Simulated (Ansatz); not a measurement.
`O[SiH2]O`. The species carries charge 0 and has multiplicity 1.

```xyz
7

O    -0.368    0.691   -1.221
Si    0.294   -0.304   -0.095
O    -0.266   -0.035    1.425
H    -1.305    0.601   -1.400
H    -0.051   -1.721   -0.354
H     1.747   -0.036   -0.194
H    -0.051    0.803    1.838
```

Question: What are the harmonic wavenumbers in cm⁻¹ at PBE0-D4/def2-TZVP (Ansatz, finite differences of forces, unscaled)? (An estimate is asked.)

Answer: Computed: 247, 284, 367, 618, 750, 823, 873, 887, 925, 967, 970, 2250, 2251, 3920, 3922.

Question: Is this a minimum?

Answer: Yes, all 15 modes are real.

Question: Give the ideal-gas thermochemistry at 298.15 K and 1 bar (rigid rotor, harmonic oscillator; point group C2, symmetry number 2).

Answer: Zero-point energy 120.0 kJ/mol; H(298) − E = 134.7 kJ/mol; entropy 276.7 J/(mol·K), of which translation 160.7, rotation 91.5, vibration 24.5; G(298) − E = 52.2 kJ/mol.

Question: And at 400, 500, 600, 800 and 1000 K?

Answer: 
| T (K) | H − E (kJ/mol) | S (J/mol/K) | G − E (kJ/mol) |
| --- | --- | --- | --- |
| 400 | 143.0 | 300.6 | 22.8 |
| 500 | 152.4 | 321.5 | -8.4 |
| 600 | 162.7 | 340.3 | -41.5 |
| 800 | 185.3 | 372.7 | -112.9 |
| 1000 | 209.7 | 399.9 | -190.2 |

Question: Rotational constants (cm⁻¹)?

Answer: 0.7833, 0.2426, 0.204.
